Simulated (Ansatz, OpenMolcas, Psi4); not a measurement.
## NClO (nitrosyl chloride): the atomisation enthalpy at 298 K, rung by rung

NClO has 3 atoms, charge 0, and is taken as a singlet. As SMILES, `O=NCl`. Geometry: relaxed at PBE0-D4/def2-TZVP.

```xyz
3

O     1.0001   -0.3383    0.5139
N     0.0520   -0.5996   -0.0358
Cl   -1.0521    0.9379   -0.4780
```

Quantity: the atomisation enthalpy at 298 K, in kJ/mol. The values are calculated. The thermal term (zero-point and 298 K enthalpy, harmonic and unscaled) is that of PBE0-D4/def2-TZVP; the spin-orbit lowering of the free atoms at 298 K, 3.8 kJ/mol by their spectra, is taken off.

**What was measured.** Active Thermochemical Tables gives the atomisation enthalpy at 298 K of the gas as 790 kJ/mol.

| level | kind | program | value (kJ/mol) | computed − measured | CPU time (all runs) |
| --- | --- | --- | --- | --- | --- |
| PBE/cc-pVTZ | GGA | OpenMolcas | 924 | +134 | 56 s |
| M06-L/cc-pVTZ | meta-GGA | OpenMolcas | 818 | +28 | 68 s |
| TPSSh/cc-pVTZ | hybrid meta-GGA | Psi4 | 789 | -1 | 98 s |
| wB97X-V/cc-pVTZ | range-separated hybrid | Psi4 | 789 | -1 | 70 s |
| PBE-QIDH/cc-pVTZ | double hybrid | Ansatz | 739 | -51 | 6.9 s |
| RPA@PBE/cc-pVTZ | RPA | Ansatz | 695 | -95 | 8.1 s |
| MP3/cc-pVTZ | perturbation theory | Psi4 | 660 | -130 | 36 s |
| CCSD/cc-pVTZ | coupled cluster or CI | Ansatz | 663 | -127 | 7 s |
| FCI/STO-3G | exact in the basis | Ansatz | 427 | -363 | 0.75 s |

Nearest: TPSSh/cc-pVTZ (-1 kJ/mol), wB97X-V/cc-pVTZ (-1 kJ/mol); farthest: FCI/STO-3G (-363 kJ/mol). Computed less measured by kind, in kJ/mol (of the ab initio rows, those in cc-pVTZ): GGA +134; meta-GGA +28; global hybrid -1; range-separated hybrid -1; double hybrid -51; RPA -95; perturbation theory -130; coupled cluster or CI -127. Wave-function methods converge slowly with the basis and bind too weakly in sets of this size; that is part of their error here. High-level rows in very small sets aren't better than simpler rows in larger ones. CPU times are rough (shared hosts, several kinds of processor and program).
